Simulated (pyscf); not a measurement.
Optimised with ωB97X-D3(BJ)/def2-SVP in PySCF. Correlated levels are frozen-core, on RHF or UHF. ΔMP2 is the change of the MP2 total energy from the triple- to the quadruple-zeta basis.

Q: F–SiH: [singlet] + F–SiH₂–F → F–SiH(F)–F + silylene (SiH₂) [singlet]
Surface: singlet. Broken: F–Si, H–Si. Formed: F–Si, H–Si. Give ΔE‡ and ΔE from CCSD(T)/def2-TZVPP + ΔMP2(QZVPP), relative to the separated reactants.

A: ΔE‡ = 10.0 kcal/mol, ΔE = +0.2 kcal/mol. Zero-point energy shifts the barrier by +2.1 kcal/mol. It is a four-centre exchange, with an imaginary mode of 157i cm⁻¹. On the reactant side the descent ends in a complex, 4.4 kcal/mol under the separated species and 9.8 kcal/mol under the saddle at ωB97X-D3(BJ)/def2-TZVP. On the product side the descent ends in a complex, 5.7 kcal/mol under the separated species and 9.5 kcal/mol under the saddle at ωB97X-D3(BJ)/def2-TZVP. At ωB97X-D3(BJ)/def2-TZVP the barrier from the zero used here is 5.4 kcal/mol. One saddle was located; it need not be the lowest between these sides. The CCSD(T) − MP2 part came from Ansatz, without density fitting, on the same reference.
